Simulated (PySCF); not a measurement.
One molecule, a ladder of functionals, a line

Molecule: `CCCC(N)=O`, C₄H₉NO.

Geometry (Å), atoms numbered from 1 in this order:
```xyz
15

C    -2.2151   -0.4238   -0.3051
C    -0.7526   -0.4175   -0.7161
C     0.1585    0.1768    0.3426
C     1.6086    0.2629   -0.1045
N     2.4861    0.6180    0.8731
O     1.9612    0.0452   -1.2449
H    -2.5865    0.5974   -0.1199
H    -2.8490   -0.8693   -1.0863
H    -2.3739   -1.0027    0.6195
H    -0.4144   -1.4412   -0.9445
H    -0.6125    0.1466   -1.6513
H    -0.1734    1.1982    0.6056
H     0.1037   -0.4038    1.2809
H     2.1974    0.7976    1.8229
H     3.4622    0.7155    0.6283
```

GIAO shieldings (ppm, equivalent atoms averaged) in PySCF 2.14.0 with density-fitted response routines on the PBE0-D3(BJ)/def2-SVP geometry, basis pcSseg-1, gas phase, non-relativistic:

| functional | exact exchange (%) | σ(N5) |
| --- | --- | --- |
| BLYP | 0 | 145.7 |
| BP86 | 0 | 148.0 |
| PBE | 0 | 148.7 |
| B3LYP | 20 | 149.9 |
| PBE0 | 25 | 153.5 |
| BHandHLYP | 50 | 156.1 |
| HF | 100 | 167.5 |

**Question.** Fit each shielding as a line in the percentage of exact exchange.

**Answer.** σ(N5) = 147.3 + 0.20 x (rms 1.2 ppm). The functionals also differ in their semilocal parts, which the line can't hold; Hartree–Fock has no correlation at all.

**Question.** What does the line predict for mPW1PW91 (25 %), and what does the run give?

**Answer.** σ(N5): 152.3 predicted, 152.7 computed ppm.
